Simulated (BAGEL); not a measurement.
# AlF2 (SMILES [F][Al][F]) at FCI/STO-3G (density fitting with qzvpp-jkfit)

Aim: the vertical doublet–quartet gap of AlF2 at FCI/STO-3G (density fitting with qzvpp-jkfit), from 2 runs. 

Program for the calculation: BAGEL 1.2.2.

4 further runs of the same task are left out: 4 set aside as unsound or not needed.

**1. Starting point**

The species is AlF2 (3 atoms), meant as a doublet with charge 0. SMILES: `[F][Al][F]`. Geometry: relaxed at PBE0-D4/def2-TZVP.

Bond lengths: F1–Al2 1.647 Å, Al2–F3 1.647 Å. Angles: F1–Al2–F3 119.7°.

**2. The energy at FCI/STO-3G (density fitting with qzvpp-jkfit)**

File fci.json:

```json
{ "bagel" : [

{
  "title" : "molecule",
  "basis" : "sto-3g",
  "df_basis" : "qzvpp-jkfit",
  "angstrom" : true,
  "geometry" : [
    { "atom" : "F", "xyz" : [    0.533000,   -1.361200,    0.136400 ] },
    { "atom" : "Al", "xyz" : [    0.388700,    0.275400,    0.245200 ] },
    { "atom" : "F", "xyz" : [   -0.932500,    1.021000,   -0.394800 ] }
  ]
},
{ "title" : "hf", "charge" : 1 },
{ "title" : "fci", "nstate" : 1, "ncore" : 7, "nspin" : 1 }

]}
```

The run is started by

```console
$ BAGEL_NUM_THREADS=1 BAGEL fci.json > fci.out
```

Log:

```text
* using 1 threads per process

  ===============================================================
  ===============================================================

  *** Geometry ***

  { "atom" : "F", "xyz" : [      1.007224,     -2.572295,      0.257759 ] },
  { "atom" : "Al", "xyz" : [      0.734537,      0.520431,      0.463361 ] },
  { "atom" : "F", "xyz" : [     -1.762170,      1.929410,     -0.746064 ] },

  Number of auxiliary basis functions:      282

  Since a DF basis is specified, we compute 2- and 3-index integrals:
    o Being stored without compression. Storage requirement is 0.001 GB

  Number of basis functions:       19
  Number of electrons      :       31

    * METHOD: MOLECULE                             0.05

  *** RHF ***

  === Nuclear Repulsion ===
    90.2607529020

      * DIIS with orbital gradients will be used.

  === RHF iteration (sto-3g) ===
      0       -434.78360130          0.03187366           0.00
      1       -434.90904033          0.01407161           0.00
      2       -434.92833497          0.00163306           0.00
      3       -434.92896375          0.00045523           0.00
      4       -434.92901348          0.00011827           0.00
      5       -434.92901794          0.00002205           0.00
      6       -434.92901809          0.00000746           0.00
      7       -434.92901811          0.00000256           0.00
      8       -434.92901811          0.00000025           0.00
      9       -434.92901811          0.00000006           0.00
     10       -434.92901811          0.00000001           0.00
     11       -434.92901811          0.00000000           0.00
    * SCF iteration converged.

    * Permanent dipole moment:
           (   -1.420574,    -1.075475,    -0.903837) a.u.

    * METHOD: HF                                   0.07

  ---------------------------
        FCI calculation
  ---------------------------

  Performs exactly the same way as Knowles & Handy 1984 CPL

  o alpha-beta strings
      length:           715
  o size of the space
      determinant space:  108900
      spin-adapted space: 56628

  o single displacement lists (alpha)
      length:          7920
  o single displacement lists (beta)
      length:         19800

     guess   0:   closed 11111111....         open ........1...

  === FCI iteration ===

      0  0      -435.09194647     1.05e-03      0.16
      1  0      -435.14988221     5.77e-04      0.16
      2  0      -435.16637697     3.08e-04      0.16
      3  0      -435.16957814     1.63e-04      0.16
      4  0      -435.17042801     9.12e-05      0.15
      5  0      -435.17067351     4.42e-05      0.16
      6  0      -435.17072484     1.92e-05      0.16
      7  0      -435.17073467     9.35e-06      0.16
      8  0      -435.17073677     4.18e-06      0.16
      9  0      -435.17073717     1.97e-06      0.16
     10  0      -435.17073727     9.12e-07      0.16
     11  0      -435.17073729     4.63e-07      0.15
     12  0      -435.17073730     2.02e-07      0.16
     13  0      -435.17073730     9.64e-08      0.16
     14  0      -435.17073730     4.15e-08      0.16
     15  0      -435.17073730     1.97e-08      0.15
     16  0      -435.17073730     1.04e-08      0.16
     17  0      -435.17073730     4.86e-09      0.15
     18  0      -435.17073730     2.33e-09      0.16
     19  0      -435.17073730     1.22e-09      0.16
    ** throwing out 1 trial vectors **
     20  0      -435.17073730     6.51e-10      0.16
    ** throwing out 1 trial vectors **
     21  0      -435.17073730     3.30e-10      0.16
    ** throwing out 1 trial vectors **
     22  0      -435.17073730     1.50e-10      0.16
    ** throwing out 1 trial vectors **
     23  0 *    -435.17073730     7.34e-11      0.15

     * ci vector, state   0, <S^2> = 0.7500
       22222222a...     0.9639081105
       222b2222aa..     0.0745029025

    * METHOD: FCI                                  3.81

  ===============================================================
```

It took 4.2 s on 1 thread of Arm Neoverse V1, shared host; peak memory 0.21 GiB.

**3. The quartet at the same level**

File job.json:

```json
{ "bagel" : [

{
  "title" : "molecule",
  "basis" : "sto-3g",
  "df_basis" : "qzvpp-jkfit",
  "angstrom" : true,
  "geometry" : [
    { "atom" : "F", "xyz" : [    0.533000,   -1.361200,    0.136400 ] },
    { "atom" : "Al", "xyz" : [    0.388700,    0.275400,    0.245200 ] },
    { "atom" : "F", "xyz" : [   -0.932500,    1.021000,   -0.394800 ] }
  ]
},
{
  "title" : "hf",
  "charge" : 1
},
{
  "title" : "fci",
  "nstate" : 1,
  "ncore" : 7,
  "nspin" : 3
}

]}
```

The run is started by

```console
$ BAGEL_NUM_THREADS=1 BAGEL job.json > job.out
```

Log:

```text
* using 1 threads per process

  ===============================================================
  ===============================================================

  *** Geometry ***

  { "atom" : "F", "xyz" : [      1.007224,     -2.572295,      0.257759 ] },
  { "atom" : "Al", "xyz" : [      0.734537,      0.520431,      0.463361 ] },
  { "atom" : "F", "xyz" : [     -1.762170,      1.929410,     -0.746064 ] },

  Number of auxiliary basis functions:      282

  Since a DF basis is specified, we compute 2- and 3-index integrals:
    o Being stored without compression. Storage requirement is 0.001 GB

  Number of basis functions:       19
  Number of electrons      :       31

    * METHOD: MOLECULE                             0.05

  *** RHF ***

  === Nuclear Repulsion ===
    90.2607529020

      * DIIS with orbital gradients will be used.

  === RHF iteration (sto-3g) ===
      0       -434.78360130          0.03187366           0.00
      1       -434.90904033          0.01407161           0.00
      2       -434.92833497          0.00163306           0.00
      3       -434.92896375          0.00045523           0.00
      4       -434.92901348          0.00011827           0.00
      5       -434.92901794          0.00002205           0.00
      6       -434.92901809          0.00000746           0.00
      7       -434.92901811          0.00000256           0.00
      8       -434.92901811          0.00000025           0.00
      9       -434.92901811          0.00000006           0.00
     10       -434.92901811          0.00000001           0.00
     11       -434.92901811          0.00000000           0.00
    * SCF iteration converged.

    * Permanent dipole moment:
           (   -1.420574,    -1.075475,    -0.903837) a.u.

    * METHOD: HF                                   0.07

  ---------------------------
        FCI calculation
  ---------------------------

  Performs exactly the same way as Knowles & Handy 1984 CPL

  o alpha-beta strings
      length:           858
  o size of the space
      determinant space:  52272
      spin-adapted space: 41184

  o single displacement lists (alpha)
      length:          1980
  o single displacement lists (beta)
      length:         33264

     guess   0:   closed 1111111.....         open .......111..

  === FCI iteration ===

      0  0      -434.68254806     2.07e-03      0.07
      1  0      -434.80903584     1.10e-03      0.07
      2  0      -434.83645417     6.12e-04      0.07
      3  0      -434.84477328     3.60e-04      0.07
      4  0      -434.84895459     3.42e-04      0.07
      5  0      -434.85494212     5.15e-04      0.07
      6  0      -434.86345604     4.70e-04      0.07
      7  0      -434.86708566     2.58e-04      0.07
      8  0      -434.86805117     1.35e-04      0.07
      9  0      -434.86833388     7.77e-05      0.07
     10  0      -434.86842767     3.90e-05      0.07
     11  0      -434.86844985     1.94e-05      0.07
     12  0      -434.86845498     8.56e-06      0.07
     13  0      -434.86845610     4.56e-06      0.07
     14  0      -434.86845651     2.81e-06      0.07
     15  0      -434.86845664     1.70e-06      0.07
     16  0      -434.86845668     9.21e-07      0.07
     17  0      -434.86845670     4.36e-07      0.07
     18  0      -434.86845670     2.13e-07      0.07
     19  0      -434.86845670     1.02e-07      0.07
    ** throwing out 1 trial vectors **
     20  0      -434.86845670     5.21e-08      0.07
    ** throwing out 1 trial vectors **
     21  0      -434.86845670     2.63e-08      0.07
    ** throwing out 1 trial vectors **
     22  0      -434.86845670     1.28e-08      0.07
    ** throwing out 1 trial vectors **
     23  0      -434.86845670     8.50e-09      0.07
    ** throwing out 1 trial vectors **
     24  0      -434.86845670     8.20e-09      0.07
    ** throwing out 1 trial vectors **
     25  0      -434.86845670     1.02e-08      0.07
    ** throwing out 1 trial vectors **
     26  0      -434.86845670     9.51e-09      0.07
    ** throwing out 1 trial vectors **
     27  0      -434.86845670     6.62e-09      0.07
    ** throwing out 1 trial vectors **
     28  0      -434.86845670     3.92e-09      0.08
    ** throwing out 1 trial vectors **
     29  0      -434.86845670     2.27e-09      0.07
    ** throwing out 1 trial vectors **
     30  0      -434.86845670     1.28e-09      0.08
    ** throwing out 1 trial vectors **
     31  0      -434.86845670     6.68e-10      0.07
    ** throwing out 1 trial vectors **
     32  0      -434.86845670     3.50e-10      0.07
    ** throwing out 1 trial vectors **
     33  0      -434.86845670     1.84e-10      0.07
    ** throwing out 1 trial vectors **
     34  0 *    -434.86845670     9.56e-11      0.07

     * ci vector, state   0, <S^2> = 3.7500
       22222a22aa..    -0.7048799497
       2222222aaa..     0.5566753638
       2222a22a2a..     0.1881787239
       22a22a222a..     0.1377048748
       22222a2aaa.b     0.1214396808
       2222a222.a.a     0.1104518612
       2222a22aaab.    -0.0989359054
       22222a22.aa.    -0.0971269854
       2222a22baaa.    -0.0874015073
       22a22222.a.a     0.0794721753
       2222222a.aa.     0.0768686428
       22a2222baaa.    -0.0725242817
       22222a2baa.a     0.0709828529
       2222aa222a..    -0.0707396850
       2222222.aa.a    -0.0641118909
       22a2a222aa.b     0.0552482631
       2222a2a2a2..     0.0530764681
       222a2a22a2..     0.0521451186

    * METHOD: FCI                                  2.58

  ===============================================================
```

Wall time 2.8 s (1 thread of Arm Neoverse V1, shared host); peak memory 0.12 GiB.

**4. What came out**

Level: FCI/STO-3G (density fitting with qzvpp-jkfit), 7 core orbitals frozen.

| quantity | value |
| --- | --- |
| doublet: total energy | -435.17074 Eh |
| quartet: total energy | -434.86846 Eh |
| vertical energy of the quartet above the doublet | 8.225 eV |

What this shows: At this shape the quartet lies 8.23 eV (190 kcal/mol) above the doublet. In a minimal basis such a difference can be off by several eV, whatever the method.
